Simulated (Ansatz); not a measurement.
`Cl[Si]Cl` + NH₃ → `N[Si]Cl` + HCl  (ligand exchange at the Si–Cl bond)

Program: Ansatz. Geometries: PBE0-D4/def2-TZVP. ΔE: electronic, gas phase. CBS: def2 TZ/QZ extrapolation, frozen cores. DFT in def2-TZVPP. HSE06 is defined as in plane-wave codes. Each species was taken in one conformer, which may not be the lowest.

`Cl[Si]Cl`:

```xyz
3

Cl   -0.600    1.146   -1.048
Si   -0.055    0.364    0.797
Cl    0.655   -1.510    0.251
```

NH₃:

Z-matrix (Å, degrees):
```
N
H 1 1.013
H 1 1.013 2 107.1
H 1 1.013 2 107.1 3 -114.5
```

`N[Si]Cl`:

Cartesian coordinates in Å:
```
N 0.069 -0.151 0.637
Si 0.968 0.073 -0.789
Cl -0.628 0.537 -2.080
H 0.523 -0.396 1.505
H -0.932 -0.063 0.727
```

HCl:

```xyz
2

Cl    0.445   -0.335   -0.314
H    -0.445    0.335    0.314
```

(1) Is it downhill or uphill in electronic energy at CCSD(T)/CBS, and by how much? (An estimate is asked.)

(2) What do these levels give: r2SCAN-D4, r2SCANh-D4, HSE06-D4, SCS-MP2/def2-TZVPP, CCSD(T)/def2-TZVPP, CCSD/CBS(def2)? (Estimate.)

(3) What do rigid-rotor, harmonic-oscillator terms from PBE0-D4/def2-TZVP frequencies (298.15 K, 1 bar) make of the CCSD(T)/CBS value? (An estimate is asked.)

Largest T1 diagnostic among the species: 0.013.

## Answers

(1) Ansatz gave: Uphill: ΔE = +0.15 eV.

(2) Computed: r2SCAN-D4 0.17, r2SCANh-D4 0.16, HSE06-D4 0.19, SCS-MP2/def2-TZVPP 0.11, CCSD(T)/def2-TZVPP 0.11, CCSD/CBS(def2) 0.13 eV.

(3) Ansatz gave: ΔZPE = -0.07 eV, ΔH = +0.08 eV, ΔS = -5 J/(mol·K), ΔG = +0.09 eV.

Leaving LDA and LC-ωPBE aside and taking each functional with its dispersion term where it has one, the values, not all of them listed here, spread over 0.11 eV, from CAM-B3LYP-D4 to PBE-D4. LDA lies −0.11 eV from PBE without D4. From BLYP to BHLYP (50 % exact exchange), in def2-TZVPP and without D4, ΔE moves by −0.07 eV.
